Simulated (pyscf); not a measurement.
HO–SiH₂–O–Ti(Cl)(Cl)–Cl + H₂ → HO–Ti(Cl)(Cl)–Cl + HO–SiH₃, a four-centre exchange (singlet surface; O–Si, H–H broken, H–O, H–Si formed). Structures and frequencies: ωB97X-D3(BJ)/def2-SVP in PySCF. Energies in kcal/mol from the separated reactants.

Small-basis levels: PySCF, no dispersion term, spherical d functions. AM1 to PM7: differences of heats of formation from MOPAC, which are fitted to 298 K values and so differ in kind from electronic energies by zero-point and thermal terms. Cost: rough CPU time at the saddle relative to B3LYP/6-31G*+LANL2DZ, from one job on a shared machine.

```tsv
level	barrier	reaction energy	cost
HF/STO-3G	107.5	+23.4	0.08
SVWN5/6-31G*+LANL2DZ	44.8	+29.9	1
B3LYP/STO-3G	80.7	+30.6	0.5
B3LYP/3-21G	58.5	+32.5	0.7
B3LYP/6-311+G**+LANL2DZ	53.4	+22.0	2
PBE/def2-SVP	46.5	+24.3	2
B3LYP/def2-SVP	54.2	+24.4	1
PM6	59.8	+56.6	under 0.02
PM7	87.7	+63.8	under 0.02
ωB97M-D3(BJ)/def2-TZVP	56.0	+27.8	–
```

Against the last row the barrier runs from -11.1 (SVWN5/6-31G*+LANL2DZ) to +51.6 kcal/mol (HF/STO-3G). ωB97M-D3(BJ)/def2-TZVP has limits of its own. One saddle was located; it need not be the lowest between these sides.
